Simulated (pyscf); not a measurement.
Single points on ωB97X-D3(BJ)/def2-SVP structures (PySCF, gas phase).

Task: Estimate the classical barrier height and the reaction energy of CH₄ (SMILES C) + H₃C–AlH–Cl (SMILES [CH3][AlH][Cl]) → H₃C–AlH–CH₃ (SMILES [CH3][AlH][CH3]) + HCl (SMILES Cl) at ωB97M-D3(BJ)/def2-TZVP. The step runs on the singlet surface, breaks C–H, Al–Cl and forms Al–C, Cl–H; take the separated reactants as zero.

Result: ΔE‡ = 182.5 kJ/mol, ΔE = +181.7 kJ/mol. Zero-point energy shifts the barrier by -8.0 kJ/mol. It is a four-centre exchange, with an imaginary mode of 666i cm⁻¹. On the product side the descent ends in an adduct with a Al–Cl contact, 34.6 kJ/mol under the separated species and 26.4 kJ/mol under the saddle at ωB97X-D3(BJ)/def2-TZVP. What is counted as broken (Al–Cl) persists as a longer contact in the product adduct; parting that adduct is a step of its own. One saddle was located; it need not be the lowest between these sides.
